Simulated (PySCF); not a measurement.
Gas-phase reaction: Al(CH3)3 + C2H2 (acetylene) = AlH + 5 CH2

Computed with PySCF and rigid-rotor harmonic-oscillator thermochemistry at 1 bar. † marks an energy on the PBE0/def2-TZVP geometry and frequencies; other levels use their own. 6-31G* has spherical d functions here. Open shells (unrestricted): CH2 (multiplicity 3); the rest are closed-shell singlets. B3LYP is the form with VWN-RPA correlation. Methyl groups turn as free rotors in Al(CH3)3. The harmonic model lacks anharmonicity and excited electronic states, which grow with temperature; levels with a mode under 35 cm⁻¹ are left out.

```json
[
 {"level": "B3LYP/def2-TZVP†", "ΔE electronic, kJ": "2053", "ΔH°(298 K), kJ": "1969", "ΔS°(298 K), J/K": "616", "ΔG°(2500 K), kJ": "436"},
 {"level": "HF/6-31G*", "ΔE electronic, kJ": "1383", "ΔH°(298 K), kJ": "1290", "ΔS°(298 K), J/K": "623", "ΔG°(2500 K), kJ": "-278"},
 {"level": "HF/def2-TZVP†", "ΔE electronic, kJ": "1392", "ΔH°(298 K), kJ": "1308", "ΔS°(298 K), J/K": "616", "ΔG°(2500 K), kJ": "-226"},
 {"level": "M06-2X/def2-TZVP†", "ΔE electronic, kJ": "2079", "ΔH°(298 K), kJ": "1995", "ΔS°(298 K), J/K": "616", "ΔG°(2500 K), kJ": "462"},
 {"level": "LDA/def2-TZVP†", "ΔE electronic, kJ": "2409", "ΔH°(298 K), kJ": "2325", "ΔS°(298 K), J/K": "616", "ΔG°(2500 K), kJ": "792"},
 {"level": "ωB97M-V/def2-TZVP†", "ΔE electronic, kJ": "2123", "ΔH°(298 K), kJ": "2039", "ΔS°(298 K), J/K": "616", "ΔG°(2500 K), kJ": "506"},
 {"level": "ωB97X-V/def2-TZVP†", "ΔE electronic, kJ": "2153", "ΔH°(298 K), kJ": "2069", "ΔS°(298 K), J/K": "616", "ΔG°(2500 K), kJ": "535"}
]
```
ΔH° is lowest at HF/6-31G* and highest at LDA/def2-TZVP†. No reference value is set beside these.
